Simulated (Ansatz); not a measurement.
Geometry optimisation, RKS B3LYP/6-31G* in Ansatz 0.2.0.

input.yaml

```yaml
crystal:
  periodic: [false, false, false]
  atoms:
    - { symbol: B, position_ang: [-0.043717, -0.239371, 0.163554] }
    - { symbol: O, position_ang: [-0.00858, -0.477866, 1.523787] }
    - { symbol: H, position_ang: [-0.895792, -0.506504, 1.910616] }
    - { symbol: H, position_ang: [1.004228, -0.217186, -0.405511] }
    - { symbol: H, position_ang: [-1.086392, -0.104781, -0.412384] }
    - { symbol: H, position_ang: [0.103412, 2.123736, 0.553909] }
    - { symbol: H, position_ang: [0.13854, 1.702773, 1.121629] }
basis:
  gaussian: { orbitals: "6-31G*" }
hamiltonian:
  xc: b3lyp
relax:
  f_tol: 0.03
  max_steps: 50
output:
  orbitals: {}
```

Launched with:

```bash
$ ansatz run input.yaml --threads 1 --pin off --max-ram 2048MiB --backend cpu --events-out ev --progress --plain --runs-dir out
```

Where does it end, and by what steps?

The forces met the threshold. The force dipped under the threshold on the way, but the program's further checks kept it going. After 46 steps the energy has fallen by 0.272 eV; H5 moved furthest, 1.81 Å.

```csv
step,energy less start (eV),largest force component (eV/Å),accepted
0,0.0000,1.138,yes
2,-0.2072,0.391,yes
4,-0.2398,0.159,yes
6,-0.2446,0.146,yes
8,-0.2514,0.200,yes
10,-0.2560,0.071,yes
12,-0.2579,0.048,yes
14,-0.2587,0.180,no
16,-0.2617,0.054,yes
18,-0.2635,0.231,yes
20,-0.2648,0.094,yes
22,-0.2666,0.127,yes
24,-0.2676,0.107,yes
26,-0.2682,0.047,yes
28,-0.2679,0.142,no
30,-0.2695,0.085,yes
32,-0.2703,0.055,yes
34,-0.2706,0.121,yes
36,-0.2630,0.510,no
38,-0.2715,0.032,yes
40,-0.2717,0.048,yes
42,-0.2721,0.012,yes
44,-0.2722,0.062,yes
46,-0.2724,0.018,yes
```

```xyz
7
Properties=species:S:1:pos:R:3
B -0.113 -0.931 -0.032
O -0.321 0.114 0.805
H -1.116 0.005 1.347
H 0.849 -0.869 -0.737
H -0.867 -1.864 -0.045
H 0.430 3.261 1.683
H 0.350 2.564 1.435
```

The run took 41 s on 1 thread of Arm Neoverse V1, on a shared host, peak memory 0.1 GiB.
